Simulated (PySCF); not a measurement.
# Calculated properties of HSiS (`[SiH]=S`) [radical]

HSiS (doublet state).
Atom-mapped SMILES: `[SiH:1]=[S:2]` (hydrogens: H3 on Si1)

PBE0-D3(BJ)/def2-SVP geometry optimisation, gas phase (PySCF):

| Quantity | Value |
| --- | --- |
| Point group | Cs |
| Rotational constants A, B, C | 299.901, 8.339, 8.113 GHz |
| Dipole moment | 2.04 D |

**UKS B3LYP, IGLO-III on S Si, pcH-1 on H, non-relativistic, mean-field spin-orbit, GIAO (PySCF)**

| Quantity | Value |
| --- | --- |
| Isotropic g value | 2.00091 |
| Principal g values | 1.98233, 2.00209, 2.01831 |
| Spin squared ⟨S²⟩ | 0.756 |
| Largest Mulliken spin population | 0.47 on Si1 |
| Largest isotropic hyperfine couplings (means over sets of like nuclei) | 29Si -552.3 (Si1), 1H +347.3 (H3), 33S +7.2 (S2) MHz |

Monoisotopic mass (most abundant isotopes): 60.9568 u.

⟨S²⟩ is 0.006 above the pure-spin value S(S + 1) = 0.75. At 9.50 GHz, hν = g·μB·B₀ (B₀ the magnetic field) puts the centre of the isotropic spectrum, to first order, at 339.2 mT. The dipole equals about 6.8 × 10⁻³⁰ C·m (1 D = 3.33564 × 10⁻³⁰ C·m). g_iso is shifted by about -1410 ppm from the free-electron value 2.002319; the principal values span 0.0360. With B = h/(8π²I), that is 505.379 GHz u Å² over I, the principal moments of inertia are 1.69, 60.6 and 62.3 u Å² (most abundant isotopes). The rotational constants make it an asymmetric top with κ = (2B − A − C)/(A − C) = -1.00, nearer the prolate limit (−1).

The unpaired spin is shared among atoms: the largest Mulliken spin population is 0.47.
